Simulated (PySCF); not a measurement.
Compound: 1-chloro-1-fluoroallene, C3H2ClF.
Structure used (PBE0-D3(BJ)/def2-TZVP), in Å, numbered top down from 1:
```
atom  x, y, z in Å
C1    -1.366    0.101    0.089
C2    -0.080   -0.049   -0.004
C3     1.208   -0.180   -0.097
F4     1.813   -1.359   -0.216
Cl5    2.312    1.126   -0.080
H6    -1.868    0.104    1.053
H7    -1.986    0.227   -0.795
```

Computed with PySCF at wB97X-D/pcSseg-2, non-relativistic, on one gas-phase PBE0-D3(BJ)/def2-TZVP geometry that isn't relaxed in the solvent. The solvent is an IEF-PCM continuum (van der Waals radii × 1.2). The model holds no explicit solvent molecules, cavitation or dispersion.

Gas phase at wB97X-D/pcSseg-2: HOMO -9.25 eV, LUMO 0.65 eV, dipole 2.05 D.

Question: What does the continuum do to the energy, the frontier levels and the dipole at wB97X-D/pcSseg-2 in chloroform?

Answer: 
```csv
solvent,ε,E(solvent) − E(gas) (kcal/mol),polarisation term (kcal/mol),distortion of the solute (kcal/mol),HOMO (eV),LUMO (eV),dipole (D)
chloroform,4.711,-1.53,-1.77,0.24,-9.19,0.77,2.59
```

Polarisation term: ½ Σ q·V over the induced surface charges. Distortion: the rise of the solute's own energy as its density leaves the gas-phase optimum.

Question: Which radius a makes the point-dipole formula ΔE = −[(ε − 1)/(2ε + 1)]·μ²/a³ give the value in chloroform, with the gas-phase dipole?

Answer: μ = 0.805 au and |ΔE| = 0.00245 Eh give a = 2.41 Å; the farthest nucleus lies 2.57 Å from the centroid of the nuclei, so such a sphere wouldn't even hold the nuclei. The formula assumes a rigid point dipole at the centre of a sphere.

Question: Give the dipole vector in the frame of the coordinates (D, pointing from negative to positive charge), gas and chloroform.

Answer: Gas (-1.97, 0.52, 0.16), solvent (-2.51, 0.60, 0.20). Its length changes by +27 % and its direction by 1°.

wB97X-D is run here without its empirical dispersion term; that term would change no orbital, density or response property at a fixed geometry.
